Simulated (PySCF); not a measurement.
**[SiPH4]− (SMILES [SiH2-]P) at 6 levels**

Aim: a comparison of 6 runs (B2PLYP/STO-3G, PBE0/STO-3G, r2SCAN/STO-3G, wB97X-V/STO-3G, BCCD(T)/STO-3G, CISD/STO-3G) of [SiPH4]−. 

The calculation is run with PySCF 2.14.0.

2 further runs of the same task are left out: 2 set aside as unsound or not needed.

**1. The molecule**

The species is [SiPH4]− (6 atoms), meant as a singlet with charge -1. SMILES: `[SiH2-]P`. The Si1–H4 distance was set to 1.804 Å, away from the relaxed value.

Bond lengths: Si1–P2 2.225 Å, Si1–H3 1.503 Å, P2–H5 1.375 Å, P2–H6 1.375 Å. Angles: Si1–P2–H5 94.0°, Si1–P2–H6 94.1°, P2–Si1–H3 96.4°, H5–P2–H6 91.3°. A long bond or contact: Si1–H4 1.804 Å.

**2. The energy at B2PLYP/STO-3G (run 1)**

File job.py:

```python
from pyscf import gto, dft, mp

system = gto.Mole()
system.atom = '''
Si     1.053698    -1.780498     0.147446
P     -0.293450     2.171354     0.648639
H     -0.353657    -2.877938     2.357443
H     -1.213355    -2.660942    -2.240951
H      1.147712     3.104992    -1.302352
H      1.548239     2.776728     2.380082
'''
system.unit = 'bohr'
system.basis = 'sto-3g'
system.verbose = 4
system.charge = -1
system.spin = 0
system.max_memory = 1860
system.build()

myscf = dft.RKS(system, xc='0.53*HF + 0.47*B88, 0.73*LYP')
myscf.grids.level = 5
myscf.conv_tol = 1e-10
myscf.kernel()
if not myscf.converged:
    myscf = myscf.newton().run(myscf.mo_coeff, myscf.mo_occ)

pt = mp.MP2(myscf, frozen=10).run()
etot = myscf.e_tot + 0.27 * pt.e_corr
print('PT2 part  %.8f' % (0.27 * pt.e_corr))
print('E(%s) = %.9f' % ('B2PLYP', etot))
```

Command:

```
$ OMP_NUM_THREADS=1 python job.py
```

What it wrote:

```text
PySCF version 2.14.0

[... 72 lines left out ...]
converged SCF energy = -625.46613484755
[... 1 line left out ...]
******** <class 'pyscf.mp.mp2.RMP2'> ********
nocc = 7, nmo = 12
frozen orbitals 10
E(RMP2) = -625.559051407892  E_corr = -0.0929165603416371
E(SCS-RMP2) = -625.574812401629  E_corr = -0.108677554078673
E_corr(same-spin) = -0.00325652115149005
E_corr(oppo-spin) = -0.089660039190147
PT2 part  -0.02508747
E(B2PLYP) = -625.491222319
```

Wall time 2.6 s (1 thread of Arm Neoverse V2, shared host); peak memory 0.21 GiB.

**3. A single-point energy at PBE0/STO-3G (run 2)**

File run.py:

```python
from pyscf import gto, dft

mol = gto.Mole()
mol.atom = '''
Si       0.557593      -0.942199       0.078025
P       -0.155287       1.149031       0.343245
H       -0.187147      -1.522939       1.247505
H       -0.642080      -1.408110      -1.185860
H        0.607343       1.643091      -0.689175
H        0.819293       1.469381       1.259485
'''
mol.basis = 'sto-3g'
mol.verbose = 3
mol.max_memory = 1860
mol.charge = -1
mol.build()

mf = dft.RKS(mol, xc='pbe0')
mf.grids.level = 5
mf.conv_tol = 1e-10
mf.kernel()
if not mf.converged:
    mf = mf.newton().run(mf.mo_coeff, mf.mo_occ)

e_final = mf.e_tot
print('E = %.10f Eh' % e_final)
```

Command:

```
$ OMP_NUM_THREADS=1 python run.py
```

What it wrote:

```text
converged SCF energy = -625.567240212633
E = -625.5672402126 Eh
```

It took 2.8 s on 1 thread of Arm Neoverse V2, shared host; peak memory 0.21 GiB.

Run 3 isn't shown in full; the table further down has it.

**4. The energy at wB97X-V/STO-3G (run 4)**

File mol.xyz:

```xyz
6
H4PSi
Si     0.557593    -0.942199     0.078025
P     -0.155287     1.149031     0.343245
H     -0.187147    -1.522939     1.247505
H     -0.642080    -1.408110    -1.185860
H      0.607343     1.643091    -0.689175
H      0.819293     1.469381     1.259485
```

File job.py:

```python
from pyscf import gto, dft

mol = gto.M(
    atom='mol.xyz',
    max_memory=1860,
    charge=-1,
    spin=0,
    basis='sto-3g',
    verbose=3,
)

mf = dft.RKS(mol)
mf.xc = 'wb97x-v'
mf.conv_tol = 1e-10
mf.grids.level = 5
mf.nlcgrids.level = 1
mf.kernel()
if not mf.converged:
    mf = mf.newton().run(mf.mo_coeff, mf.mo_occ)

e_tot = mf.e_tot
print('E = %.10f Eh' % e_tot)
```

Command:

```
$ OMP_NUM_THREADS=1 python job.py
```

What it wrote:

```text
converged SCF energy = -625.718028011717
E = -625.7180280117 Eh
```

It took 19 s on 1 thread of Arm Neoverse V2, shared host; peak memory 0.21 GiB.

Run 5 isn't shown in full; the table further down has it.

**5. A single-point energy at CISD/STO-3G (run 6)**

File input.py:

```python
from pyscf import gto, scf, ci

molecule = gto.M(
    atom='''
Si       0.557593      -0.942199       0.078025
P       -0.155287       1.149031       0.343245
H       -0.187147      -1.522939       1.247505
H       -0.642080      -1.408110      -1.185860
H        0.607343       1.643091      -0.689175
H        0.819293       1.469381       1.259485
''',
    verbose=4,
    max_memory=1860,
    basis='sto-3g',
    charge=-1,
)

calc0 = scf.RHF(molecule)
calc0.conv_tol = 1e-10
calc0.kernel()
if not calc0.converged:
    calc0 = calc0.newton().run(calc0.mo_coeff, calc0.mo_occ)

cisd = ci.CISD(calc0, frozen=10)
cisd.kernel()
etot = cisd.e_tot
print('E = %.10f Eh' % etot)
```

Command:

```
$ OMP_NUM_THREADS=1 python input.py
```

What it wrote:

```text
PySCF version 2.14.0

[... 56 lines left out ...]
converged SCF energy = -624.601744330191
[... 1 line left out ...]
******** <class 'pyscf.ci.cisd.RCISD'> ********
CISD nocc = 7, nmo = 12
frozen orbitals 10
max_cycle = 50
direct = 0
conv_tol = 1e-09
max_cycle = 50
max_space = 12
lindep = 0
nroots = 1
Init t2, MP2 energy = -0.0702281152323612
RCISD converged
E(RCISD) = -624.6978720314552  E_corr = -0.09612770126377884
E = -624.6978720315 Eh
```

It took 0.54 s on 1 thread of Arm Neoverse V2, shared host; peak memory 0.1 GiB.

**6. The series**

```csv
run,level,frozen core orbitals,nlc grid,energy (Eh),HOMO energy (eV),LUMO energy (eV),HOMO–LUMO gap (eV),wall time
1,B2PLYP/STO-3G,10,–,-625.491222,4.52,15.64,11.12,2.6 s
2,PBE0/STO-3G,–,–,-625.567240,5.61,13.96,8.35,2.8 s
3,r2SCAN/STO-3G,–,–,-625.770527,6.57,12.99,6.42,4.2 s
4,wB97X-V/STO-3G,–,1,-625.718028,3.24,16.36,13.12,19 s
5,BCCD(T)/STO-3G,10,–,-624.704353,–,–,–,0.8 s
6,CISD/STO-3G,10,–,-624.697872,2.76,18.56,15.80,0.54 s
```

**7. What came out**

```
                                                    quantity          value
                                         run 6: total energy  -624.69787 Eh
                  run 6: HOMO energy (Hartree–Fock orbitals)        2.76 eV
                  run 6: LUMO energy (Hartree–Fock orbitals)       18.56 eV
run 6: HOMO–LUMO gap (to an unbound level, set by the basis)       15.80 eV
         run 6: correlation energy (10 core orbitals frozen)      -96.1 mEh
```

What this shows: Over runs 1, 2, 3, 4 the HOMO–LUMO gap runs from 6.42 eV (r2SCAN/STO-3G) to 13.12 eV (wB97X-V/STO-3G). The empty levels of an anion lie above zero and hang on the basis. Totals of different functionals can't be ranked against each other. In runs 1, 2, 3, 4, 6 the HOMO lies above zero, so the outermost electron may be held by the basis alone. In runs 1, 2, 3, 4, 5, 6 the basis is minimal, so the values are rough. All runs together took 30 s, the longest 19 s.
